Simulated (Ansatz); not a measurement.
Born–Oppenheimer molecular dynamics of AlClH$_{2}$ (4 atoms, charge 0, multiplicity 1). It starts from a relaxed structure.

Computed with RKS B3LYP/def2-TZVP in Ansatz 0.2.0.

```yaml
ensemble: NVE (velocity Verlet)
time_step: 0.5 fs
steps_asked: 150
starting_velocities_drawn_for: 200 K
seed: 379146
```

First frame:

```xyz
4
Properties=species:S:1:pos:R:3
Al -0.004 0.000 -0.002
H -0.069 0.000 1.566
H 1.322 0.000 -0.843
Cl -1.829 0.000 -1.056
```

(1) How far do the bonds stretch over the last three quarters of this one trajectory? (Pairs bonded in most of those frames.)

Results:

(1) 
```json
{"bond": "Al1–H2", "mean (Å)": "1.572", "spread (Å)": "0.009", "shortest": "1.56", "longest": "1.58"}
{"bond": "Al1–H3", "mean (Å)": "1.570", "spread (Å)": "0.005", "shortest": "1.56", "longest": "1.58"}
{"bond": "Al1–Cl4", "mean (Å)": "2.115", "spread (Å)": "0.024", "shortest": "2.07", "longest": "2.15"}
```

Mean temperature of the second half: 97 K. The conserved energy stayed within 0.013 meV per atom of its start (net change 0.009 meV per atom), so the integration is sound. Over the second half the temperature averaged 0.48 of the 200 K drawn at the start: a run that starts near a minimum puts about half its kinetic energy into the potential. A run of 0.075 ps of so small a system gives no equilibrium averages.

The run took 3.3 min on 1 thread of Arm Neoverse V2 (shared host), peak memory 0.12 GiB.
